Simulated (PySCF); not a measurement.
**doublet [SiCl2]+: levels of theory compared**

Aim: a comparison of 6 runs (U-r2SCAN/STO-6G, U-wB97X-V/STO-6G, UB3LYP/STO-6G, UMP2/STO-6G, UCISD/STO-6G, UCCSD(T)/STO-6G) of doublet [SiCl2]+. The job is set up through a Python script.

Program for the calculation: PySCF 2.14.0.

12 further runs of the same task are left out: 4 that didn't finish, 8 set aside as unsound or not needed.

### 1 Starting point

[SiCl2]+ has 3 atoms, charge +1, and is taken as a doublet. SMILES of the parent species: `Cl[Si]Cl`. Geometry: relaxed at PBE0-D4/def2-TZVP. That shape belongs to the parent species and isn't relaxed for this state.

Bond lengths: Cl1–Si2 2.077 Å, Si2–Cl3 2.077 Å. Angles: Cl1–Si2–Cl3 101.3°.

### 2 The energy at U-r2SCAN/STO-6G (run 1)

job.py reads:

```python
from pyscf import gto, dft

mol = gto.M(
    atom='''
Cl     0.293800     1.603800     0.338000
Si    -0.770100    -0.010400    -0.422000
Cl     0.476300    -1.593400     0.084000
''',
    max_memory=1860,
    verbose=3,
    spin=1,
    charge=1,
    basis='sto-6g',
)

mf = dft.UKS(mol, xc='r2scan')
mf.conv_tol = 1e-10
mf.grids.level = 5
mf.kernel()
if not mf.converged:
    mf = mf.newton().run(mf.mo_coeff, mf.mo_occ)

energy = mf.e_tot
print('E(%s) = %.9f' % ('R2SCAN', energy))
```

Command:

```
$ OMP_NUM_THREADS=1 python job.py
```

Standard output:

```text
WARN: HOMO -0.266846988022272 >= LUMO -0.266846988022271

converged SCF energy = -1205.40036810625  <S^2> = 0.75426528  2S+1 = 2.0042607
E(R2SCAN) = -1205.400368106
```

Run time: 8.1 s. Hardware: 1 thread of Arm Neoverse V2, shared host; peak memory 0.24 GiB.

### 3 A single-point energy at U-wB97X-V/STO-6G (run 2)

job.py reads:

```python
from pyscf import gto, dft

molecule = gto.M(
    atom='Cl 0.293800 1.603800 0.338000; Si -0.770100 -0.010400 -0.422000; Cl 0.476300 -1.593400 0.084000',
    max_memory=1860,
    charge=1,
    spin=1,
    basis='sto-6g',
    verbose=4,
)

myscf = dft.UKS(molecule)
myscf.xc = 'wb97x-v'
myscf.nlcgrids.level = 1
myscf.grids.level = 5
myscf.conv_tol = 1e-10
myscf.kernel()
if not myscf.converged:
    myscf = myscf.newton().run(myscf.mo_coeff, myscf.mo_occ)

energy = myscf.e_tot
print('E(%s) = %.9f' % ('WB97X-V', energy))
```

Command:

```
$ OMP_NUM_THREADS=1 python job.py
```

Standard output:

```text
PySCF version 2.14.0

[... 108 lines left out ...]
converged SCF energy = -1205.26510577375  <S^2> = 0.75826932  2S+1 = 2.0082523
E(WB97X-V) = -1205.265105774
```

Wall time 24 s (1 thread of Arm Neoverse V2, shared host); peak memory 0.23 GiB.

Runs 3 to 5 aren't shown in full; the table further down has their settings and results.

### 4 The energy at UCCSD(T)/STO-6G (run 6)

calc.py reads:

```python
from pyscf import gto, scf, cc

mol = gto.M(
    atom='''
Cl     0.555202     3.030743     0.638727
Si    -1.455278    -0.019653    -0.797464
Cl     0.900077    -3.011090     0.158737
''',
    unit='bohr',
    max_memory=1860,
    charge=1,
    basis='sto-6g',
    verbose=3,
    spin=1,
)

calc0 = scf.UHF(mol)
calc0.conv_tol = 1e-10
calc0.kernel()
if not calc0.converged:
    calc0 = calc0.newton().run(calc0.mo_coeff, calc0.mo_occ)

mycc = cc.CCSD(calc0, frozen=15)
mycc.kernel()
e_t = mycc.ccsd_t()
e_tot = mycc.e_tot + e_t
print('E(%s) = %.9f' % ('CCSD(T)', e_tot))
```

Command:

```
$ OMP_NUM_THREADS=1 python calc.py
```

Standard output:

```text
converged SCF energy = -1203.6467165475  <S^2> = 0.77075322  2S+1 = 2.0206466
E(UCCSD) = -1203.709836729108  E_corr = -0.06312018160875342
UCCSD(T) correction = -0.00463173346665886
E(CCSD(T)) = -1203.714468463
```

It took 1 s on 1 thread of Arm Neoverse V2, shared host; peak memory 0.1 GiB.

### 5 All runs side by side

| run | level | nlc grid | integration grid | energy (Eh) | HOMO energy (eV) | LUMO energy (eV) | ⟨S²⟩ | wall time |
| --- | --- | --- | --- | --- | --- | --- | --- | --- |
| 1 | U-r2SCAN/STO-6G | – | 5 | -1205.400368 | -13.44 | -12.16 | 0.754 | 8.1 s |
| 2 | U-wB97X-V/STO-6G | 1 | 5 | -1205.265106 | -16.77 | -9.51 | 0.758 | 24 s |
| 3 | UB3LYP/STO-6G | – | 5 | -1205.411193 | -14.22 | -11.70 | 0.754 | 6 s |
| 4 | UMP2/STO-6G | – | – | -1203.694033 | -17.57 | -7.51 | 0.771 | 1 s |
| 5 | UCISD/STO-6G | – | – | -1203.709163 | -17.57 | -7.51 | 0.771 | 1.1 s |
| 6 | UCCSD(T)/STO-6G | – | – | -1203.714468 | -17.57 | -7.51 | 0.771 | 1 s |

### 6 Outcome

```
                                                         quantity           value
                                              run 6: total energy  -1203.71447 Eh
run 6: HOMO energy (Hartree–Fock orbitals) (highest over α and β)       -17.57 eV
 run 6: LUMO energy (Hartree–Fock orbitals) (lowest over α and β)        -7.51 eV
              run 6: correlation energy (15 core orbitals frozen)       -67.8 mEh
                                            run 6: (T) correction       -4.63 mEh
                         run 6: ⟨S²⟩ of the reference determinant           0.771
                                             run 6: T1 diagnostic           0.026
```

In words: Totals of different functionals can't be ranked against each other. In runs 1, 2, 3, 4, 5, 6 the basis is minimal, so the values are rough. All runs together took 41 s, the longest 24 s.
